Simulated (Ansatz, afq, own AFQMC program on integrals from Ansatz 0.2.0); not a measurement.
**AlC, quartet → AlC⁺, triplet**

```yaml
atoms:
  - { symbol: Al, position_ang: [0.0000, 0.0000, 0.0000] }
  - { symbol: C, position_ang: [0.0000, 0.0000, 1.9668] }
```

E(triplet, charge +1) − E(quartet, charge +0) at this geometry, on UHF and UHF determinants.

Basis cc-pVDZ. Only valence electrons are correlated. Integrals, coupled cluster, full CI and functionals: Ansatz 0.2.0; the random walks run on the same integrals in our own AFQMC program. The CISD trial takes its coefficients from CCSD amplitudes. Released means that phaseless walkers are propagated on without the constraint, phases kept. Error bars are statistical, one sigma. The errors of all members are added in quadrature.

Full CI on the same integrals is exact in this basis and with this determinant's frozen core.

Errors are counted within cc-pVDZ, not against nature.

Cautions: AlC (quartet): lower spins were not checked, raised T1 diagnostic (T1 0.044, weight of the determinant 0.87, largest double 0.09); AlC⁺ (triplet): lower spins were not checked, strong correlation (T1 0.079, weight of the determinant 0.82, largest double 0.18), unrestricted determinant spin contaminated (⟨S²⟩ 2.79 against 2.00), its ph-AFQMC/CISD value lies 31 ± 10 meV above full CI; this needn't be the first ionization.

Reference (full CI): 194.6 kcal/mol.

```tsv
level	vertical ionization energy (kcal/mol)	error against FCI (kcal/mol)
HF	179.5	-15.1
MP2	195.8	1.2
CCSD	196.9	2.4
CCSD(T)	196.2	1.7
CCSDT	194.7	0.2
CCSDT(Q)	194.5	-0.1
ph-AFQMC/HF	197.0 ± 1.1	2.4 ± 1.1
ph-AFQMC/CISD	195.4 ± 0.3	0.9 ± 0.3
released AFQMC	195.0 ± 0.4	0.5 ± 0.4
```

Correlation beyond CCSD(T) takes off 1.7 kcal/mol. The perturbative (T) step is worth −0.7 kcal/mol. Where the cautions show a poor determinant, the low rows tell how each method copes with it, not its usual error.

CCSDT and higher add their correlation energy to the determinant of the CCSD(T) run, since their own runs factorise the integrals more tightly (a shift of under 2 meV). A walk keeps the symmetry of its determinant, which the program's search chose and which needn't be the lowest solution, so a lower state of the same spin and another symmetry isn't excluded. Released energies are given only where the last usable release times agree within the noise; a slower fall can still hide under it.
